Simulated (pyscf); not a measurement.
Optimised with ωB97X-D3(BJ)/def2-SVP in PySCF. Correlated levels are frozen-core, on RHF or UHF. ΔMP2 is the change of the MP2 total energy from the triple- to the quadruple-zeta basis.

Task: What is the homolytic dissociation enthalpy (298 K, CCSD(T)/def2-TZVPP + ΔMP2(QZVPP)) of the Ga–P bond of HP=Ga–PH₂ (SMILES [PH]=[Ga][PH2]), to [HP=Ga]• + PH₂•?

Result: Ga–P to [HP=Ga]• + PH₂•: 55.6 kcal/mol. The radicals are drawn with the spin at the cut bond; how far it spreads was not checked. The CCSD(T) − MP2 part came from Ansatz, without density fitting, on the same reference. The frozen core leaves the outer d or s,p core shells of the metals and heavy elements correlated in the MP2 and CC values, and def2-TZVPP describes them poorly, which can shift differences by a few kcal/mol. Elements up to Kr have no core potential and no relativistic terms here.
